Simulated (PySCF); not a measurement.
Functional benchmark on one molecule

Molecule: SMILES PP, H4P2.

Bonds (- single, = double, # triple, : aromatic): P1-P2 2.245 Å. P1 carries H3, H4; P2 carries H5, H6.

Geometry PBE0-D3(BJ)/def2-SVP throughout; GIAO in PySCF, gas phase, one conformer, non-relativistic; equivalent atoms averaged; basis pcSseg-2.

Reference values (measured; solution; Yu. Yu. Rusakov, I. L. Rusakova, Phys. Chem. Chem. Phys. 2023, supporting information (pecS-n basis sets for 31P)): δ(P1/P2) = -203.2 ppm vs 85 % H3PO4. Computed shifts are taken against H3PO4, calculated as an isolated molecule at each level.

How do the functionals WP04, B97-2, BHandHLYP, CAM-B3LYP, wB97X-D, LC-wPBE perform against the reference? Times are CPU seconds on 1 thread of an Intel Xeon Platinum 8488C, shared host.

Answers


| functional | kind | P1/P2 | abs. error P | core-s |
| --- | --- | --- | --- | --- |
| WP04 | global hybrid | -171.4 | 31.8 | 5.4 |
| B97-2 | global hybrid | -215.5 | 12.3 | 5.2 |
| BHandHLYP | global hybrid | -209.8 | 6.6 | 5.1 |
| CAM-B3LYP | range-separated hybrid | -220.8 | 17.6 | 8.1 |
| wB97X-D | range-separated hybrid | -226.7 | 23.5 | 8.6 |
| LC-wPBE | range-separated hybrid | -243.7 | 40.5 | 8.7 |

For 31P the closest is BHandHLYP (6.6 ppm) and the furthest LC-wPBE (40.5 ppm). One molecule is a small sample, and vibrational and solvent effects are absent from the calculation.
